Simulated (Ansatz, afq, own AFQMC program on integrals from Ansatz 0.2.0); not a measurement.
# Where AFQMC and coupled cluster stand for GeNH$_{3}$, triplet

```yaml
atoms:
  - { symbol: Ge, position_ang: [0.0000, 0.0444, 0.3304] }
  - { symbol: N, position_ang: [0.0000, -0.1595, -1.5058] }
  - { symbol: H, position_ang: [0.0000, -1.3184, 1.0907] }
  - { symbol: H, position_ang: [0.8260, 0.1677, -1.9887] }
  - { symbol: H, position_ang: [-0.8260, 0.1677, -1.9887] }
```

Connectivity, by distances: GeH–NH2.

Basis cc-pVDZ. Noble-gas cores (and the filled d shells of Ga–Kr and In–Xe) are frozen. Ansatz 0.2.0 and our own AFQMC program on the same integrals; the CISD trial comes from CCSD amplitudes, and released means the phaseless constraint is let go. Error bars are statistical, one sigma. No spin–orbit coupling.

Determinant: UHF, the one that the program's search chose, which needn't be the lowest solution. The geometry is a point of a scan.

No full CI on the walks' own integrals is used here; CCSDT(Q) serves as the reference and is uncertain by about the last step of the cluster series.

Cautions: no relativity below Rb; no spin-orbit coupling; inner d shell frozen; lower spins were not checked.

- T1 diagnostic: 0.0214
- weight of the determinant in the CISD state: 0.885
- ⟨S²⟩ of the determinant: 2.012
- size of the correlated space: 12 electrons in 41 orbitals

Reference: CCSDT(Q), correlation energy -7.484 eV. The released energy is read at 1.62 1/Eh, later times being too noisy (meV from the phaseless value at times in 1/Eh: -23 ± 15 at 0.24, -45 ± 14 at 0.51, -35 ± 17 at 0.99, -27 ± 19 at 1.62, -34 ± 24 at 2.40).

```
         level  E − E(reference) (kcal/mol)  share of correlation (%)
            HF                       172.58                      0.00
           MP2                        21.61                     87.48
          CCSD                         5.53                     96.80
       CCSD(T)                         0.93                     99.46
         CCSDT                         0.42                     99.76
   ph-AFQMC/HF                 -1.16 ± 1.88                    100.67
 ph-AFQMC/CISD                  0.88 ± 0.25                     99.49
released AFQMC                  0.26 ± 0.44                     99.85
```

A walk keeps the symmetry of its determinant, which the program's search chose and which needn't be the lowest solution, so a lower state of the same spin and another symmetry isn't excluded. Released energies are given only where the last usable release times agree within the noise; a slower fall can still hide under it.
